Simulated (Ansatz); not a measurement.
`C#CO[C]=O` radical, relaxed with UKS PBE0-D4/def2-TZVP in Ansatz from a PBE-D4/def2-SVP geometry. The force threshold is 0.005 eV/Å; the program also tests the step.

The species carries charge 0 and has multiplicity 2.

Start:

```xyz
6

C     1.039   -0.596    1.018
C     0.586    0.073    0.105
O     0.155    0.828   -0.899
C    -1.168    0.768   -1.257
O    -2.048    0.118   -0.795
H     1.435   -1.191    1.828
```

```csv
step,energy (eV),largest force (eV/Å),largest move (Å)
1,-7211.2982,1.904,0.000
2,-7211.3630,0.346,0.039
3,-7211.3654,0.112,0.010
4,-7211.3656,0.043,0.003
5,-7211.3656,0.015,0.001
6,-7211.3656,0.015,0.001
7,-7211.3657,0.006,0.001
8,-7211.3657,0.002,0.002
```

End:

```xyz
6

C     1.016   -0.584    0.997
C     0.584    0.076    0.101
O     0.161    0.827   -0.896
C    -1.149    0.749   -1.229
O    -2.010    0.106   -0.770
H     1.397   -1.174    1.796
```

Hardware: 2 threads of a server CPU on a shared host. Wall time 46 s, peak host memory 0.4 GiB.
